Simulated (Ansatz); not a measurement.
Calculated with Ansatz (gas phase, PBE0-D4/def2-TZVP geometries, no zero-point term in ΔE). CCSD(T)/CBS adds triple-zeta CCSD(T) − MP2 to the extrapolated MP2 energy (def2 sets, frozen cores). This one scheme is used for every species. Functionals use def2-TZVPP. HSE06 is defined as in plane-wave codes. One conformer a species, not always the lowest.

`CC(Cl)C=O` + H–F → `CC(F)Cl` + `C=O`  (substitution at a C–C bond)

(1) Is it downhill or uphill in electronic energy at CCSD(T)/CBS, and by how much? (Best estimate.)

(2) What do these levels give: HSE06-D4, PBE-QIDH, PBE, BLYP, CCSD/def2-SVP, CCSD/def2-TZVPP? (Estimate.)

Largest T1 diagnostic among the species: 0.015.

Answers

(1) Ansatz gave: Uphill: ΔE = +15.8 kcal/mol.

(2) The calculation gave: HSE06-D4 14.3, PBE-QIDH 15.4, PBE 12.1, BLYP 9.2, CCSD/def2-SVP 11.9, CCSD/def2-TZVPP 14.3 kcal/mol.

From BLYP to BHLYP (50 % exact exchange), in def2-TZVPP and without D4, ΔE moves by +2.1 kcal/mol. In def2-TZVPP, CCSD(T) changes the Hartree–Fock value by +5.1 kcal/mol (the triples alone add +0.6 kcal/mol) and MP2 by +7.6 kcal/mol. The D4 term adds +2.0 kcal/mol with B3LYP and +1.1 kcal/mol with PBE0; it sums over pairs of atoms, weighted by their polarisabilities, and B3LYP, whose exchange is more repulsive, gets the larger term.

B3LYP here is the variant with VWN-RPA as its local correlation; programs differ in this.
